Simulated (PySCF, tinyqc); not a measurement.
Worked calculation: RHF in the sto-6g basis, for CH2, spin multiplicity 1. The lowest restricted solution is unstable here: a spin-polarised one lies 0.0401 hartree lower (PySCF). One step of it, computed by the program tinyqc.

Task: Iteration 1: building the Fock matrix. J_ij = sum D_kl (ij|kl), K_ij = sum D_kl (ik|jl); F = H + J - 0.5 K; E = tr D H + tr D J / 2 - 0.25 tr D K + E_nn.

D at the start:
```
            1C 1s      1C 2s    1C 2px     1C 2py     1C 2pz      2H 1s      3H 1s
1C 1s    2.137783  -0.504314  0.000000   0.000000   0.006641  -0.018821  -0.018821
1C 2s   -0.504314   2.081878  0.000000   0.000000  -0.026943   0.085596   0.085596
1C 2px   0.000000   0.000000  0.658358   0.000000   0.000000   0.000000   0.000000
1C 2py   0.000000   0.000000  0.000000   0.594305   0.000000   0.056663  -0.056663
1C 2pz   0.006641  -0.026943  0.000000   0.000000   0.645930   0.022111   0.022111
2H 1s   -0.018821   0.085596  0.000000   0.056663   0.022111   0.958846   0.017078
3H 1s   -0.018821   0.085596  0.000000  -0.056663   0.022111   0.017078   0.958846
```

core Hamiltonian H = T + V (hartree):
```
             1C 1s      1C 2s     1C 2px     1C 2py     1C 2pz      2H 1s      3H 1s
1C 1s   -18.721458  -4.301450   0.000000   0.000000  -0.009480  -0.630441  -0.630441
1C 2s    -4.301450  -5.443386   0.000000   0.000000  -0.100131  -1.617115  -1.617115
1C 2px    0.000000   0.000000  -4.402807   0.000000   0.000000   0.000000   0.000000
1C 2py    0.000000   0.000000   0.000000  -4.536535   0.000000  -1.338093   1.338093
1C 2pz   -0.009480  -0.100131   0.000000   0.000000  -4.429620  -0.614124  -0.614124
2H 1s    -0.630441  -1.617115   0.000000  -1.338093  -0.614124  -3.014429  -0.246640
3H 1s    -0.630441  -1.617115   0.000000   1.338093  -0.614124  -0.246640  -3.014429
```

Two-electron integrals (ij|kl) in chemists' order, unique and non-zero (hartree):
```
(11|11) 3.543743    (21|11) 0.529462    (21|21) 0.100317    (22|11) 0.853596
(22|21) 0.199930    (22|22) 0.624844    (31|31) 0.021271    (32|31) 0.031868
(32|32) 0.138108    (33|11) 0.853598    (33|21) 0.199930    (33|22) 0.624843
(33|33) 0.673218    (41|41) 0.021271    (42|41) 0.031868    (42|42) 0.138108
(43|43) 0.036281    (44|11) 0.853598    (44|21) 0.199930    (44|22) 0.624843
(44|33) 0.600655    (44|44) 0.673218    (51|51) 0.021271    (52|51) 0.031868
(52|52) 0.138108    (53|53) 0.036281    (54|54) 0.036281    (55|11) 0.853598
(55|21) 0.199930    (55|22) 0.624843    (55|33) 0.600655    (55|44) 0.600655
(55|55) 0.673218    (61|11) 0.080832    (61|21) 0.014760    (61|22) 0.028993
(61|33) 0.028885    (61|41) 0.000884    (61|42) 0.001725    (61|44) 0.029155
(61|51) 0.000396    (61|52) 0.000773    (61|54) 0.000121    (61|55) 0.028939
(61|61) 0.002233    (62|11) 0.216714    (62|21) 0.051638    (62|22) 0.180681
(62|33) 0.176203    (62|41) 0.004790    (62|42) 0.033482    (62|44) 0.187393
(62|51) 0.002145    (62|52) 0.014992    (62|54) 0.005011    (62|55) 0.178447
(62|61) 0.007866    (62|62) 0.072809    (63|31) 0.005204    (63|32) 0.027523
(63|43) 0.006338    (63|53) 0.002838    (63|63) 0.008228    (64|11) 0.179701
(64|21) 0.043373    (64|22) 0.160455    (64|33) 0.152643    (64|41) 0.008591
(64|42) 0.054425    (64|44) 0.174282    (64|51) 0.001517    (64|52) 0.012046
(64|54) 0.006851    (64|55) 0.154440    (64|61) 0.006888    (64|62) 0.076521
(64|64) 0.087126    (65|11) 0.080465    (65|21) 0.019421    (65|22) 0.071847
(65|33) 0.068349    (65|41) 0.001517    (65|42) 0.012046    (65|44) 0.072363
(65|51) 0.005883    (65|52) 0.032917    (65|54) 0.008135    (65|55) 0.074830
(65|61) 0.003084    (65|62) 0.034264    (65|64) 0.035328    (65|65) 0.024047
(66|11) 0.387975    (66|21) 0.094188    (66|22) 0.375471    (66|33) 0.356810
(66|41) 0.009931    (66|42) 0.095406    (66|44) 0.403443    (66|51) 0.004447
(66|52) 0.042720    (66|54) 0.020881    (66|55) 0.366160    (66|61) 0.014521
(66|62) 0.201136    (66|64) 0.232254    (66|65) 0.103997    (66|66) 0.774999
(71|11) 0.080832    (71|21) 0.014760    (71|22) 0.028993    (71|33) 0.028885
(71|41) -0.000884   (71|42) -0.001725   (71|44) 0.029155    (71|51) 0.000396
(71|52) 0.000773    (71|54) -0.000121   (71|55) 0.028939    (71|61) 0.002153
(71|62) 0.007274    (71|64) 0.005859    (71|65) 0.002863    (71|66) 0.013211
(71|71) 0.002233    (72|11) 0.216714    (72|21) 0.051638    (72|22) 0.180681
(72|33) 0.176203    (72|41) -0.004790   (72|42) -0.033482   (72|44) 0.187393
(72|51) 0.002145    (72|52) 0.014992    (72|54) -0.005011   (72|55) 0.178447
(72|61) 0.007274    (72|62) 0.047542    (72|64) 0.037154    (72|65) 0.021769
(72|66) 0.098509    (72|71) 0.007866    (72|72) 0.072809    (73|31) 0.005204
(73|32) 0.027523    (73|43) -0.006338   (73|53) 0.002838    (73|63) 0.004849
(73|73) 0.008228    (74|11) -0.179701   (74|21) -0.043373   (74|22) -0.160455
(74|33) -0.152643   (74|41) 0.008591    (74|42) 0.054425    (74|44) -0.174282
(74|51) -0.001517   (74|52) -0.012046   (74|54) 0.006851    (74|55) -0.154440
(74|61) -0.005859   (74|62) -0.037154   (74|64) -0.025257   (74|65) -0.016741
(74|66) -0.074622   (74|71) -0.006888   (74|72) -0.076521   (74|74) 0.087126
(75|11) 0.080465    (75|21) 0.019421    (75|22) 0.071847    (75|33) 0.068349
(75|41) -0.001517   (75|42) -0.012046   (75|44) 0.072363    (75|51) 0.005883
(75|52) 0.032917    (75|54) -0.008135   (75|55) 0.074830    (75|61) 0.002863
(75|62) 0.021769    (75|64) 0.016741    (75|65) 0.014606    (75|66) 0.047245
(75|71) 0.003084    (75|72) 0.034264    (75|74) -0.035328   (75|75) 0.024047
(76|11) 0.030583    (76|21) 0.007298    (76|22) 0.026213    (76|33) 0.025620
(76|44) 0.026523    (76|51) 0.000521    (76|52) 0.003806    (76|55) 0.026497
(76|61) 0.001075    (76|62) 0.008980    (76|64) 0.008337    (76|65) 0.004653
(76|66) 0.022674    (76|71) 0.001075    (76|72) 0.008980    (76|74) -0.008337
(76|75) 0.004653    (76|76) 0.001401    (77|11) 0.387975    (77|21) 0.094188
(77|22) 0.375471    (77|33) 0.356810    (77|41) -0.009931   (77|42) -0.095406
(77|44) 0.403443    (77|51) 0.004447    (77|52) 0.042720    (77|54) -0.020881
(77|55) 0.366160    (77|61) 0.013211    (77|62) 0.098509    (77|64) 0.074622
(77|65) 0.047245    (77|66) 0.214108    (77|71) 0.014521    (77|72) 0.201136
(77|74) -0.232254   (77|75) 0.103997    (77|76) 0.022674    (77|77) 0.774999
```

nuclear repulsion = 4.90706479 hartree

Give: Coulomb J; exchange K; Fock matrix F; total energy of this density.

Result:

Coulomb J (hartree):
```
         1C 1s  1C 2s  1C 2px  1C 2py  1C 2pz  2H 1s   3H 1s
1C 1s   11.300  2.035   0.000   0.000   0.009  0.304   0.304
1C 2s    2.035  4.934   0.000   0.000   0.086  1.452   1.452
1C 2px   0.000  0.000   4.896   0.000   0.000  0.000   0.000
1C 2py   0.000  0.000   0.000   4.990   0.000  1.306  -1.306
1C 2pz   0.009  0.086   0.000   0.000   4.915  0.599   0.599
2H 1s    0.304  1.452   0.000   1.306   0.599  3.266   0.211
3H 1s    0.304  1.452   0.000  -1.306   0.599  0.211   3.266
```

exchange K (hartree):
```
        1C 1s  1C 2s  1C 2px  1C 2py  1C 2pz  2H 1s   3H 1s
1C 1s   7.295  1.149   0.000   0.000   0.008  0.194   0.194
1C 2s   1.149  1.784   0.000   0.000   0.073  0.692   0.692
1C 2px  0.000  0.000   0.816   0.000   0.000  0.000   0.000
1C 2py  0.000  0.000   0.000   0.973   0.000  0.434  -0.434
1C 2pz  0.008  0.073   0.000   0.000   0.847  0.205   0.205
2H 1s   0.194  0.692   0.000   0.434   0.205  1.030   0.153
3H 1s   0.194  0.692   0.000  -0.434   0.205  0.153   1.030
```

Fock matrix F (hartree):
```
          1C 1s   1C 2s  1C 2px  1C 2py  1C 2pz   2H 1s   3H 1s
1C 1s   -11.068  -2.840   0.000   0.000  -0.005  -0.423  -0.423
1C 2s    -2.840  -1.402   0.000   0.000  -0.051  -0.511  -0.511
1C 2px    0.000   0.000   0.085   0.000   0.000   0.000   0.000
1C 2py    0.000   0.000   0.000  -0.033   0.000  -0.249   0.249
1C 2pz   -0.005  -0.051   0.000   0.000   0.062  -0.118  -0.118
2H 1s    -0.423  -0.511   0.000  -0.249  -0.118  -0.264  -0.112
3H 1s    -0.423  -0.511   0.000   0.249  -0.118  -0.112  -0.264
```

total energy of this density = -38.33032 hartree

This density is the starting one; it is not idempotent, so its energy is not variational and may lie below the converged one.
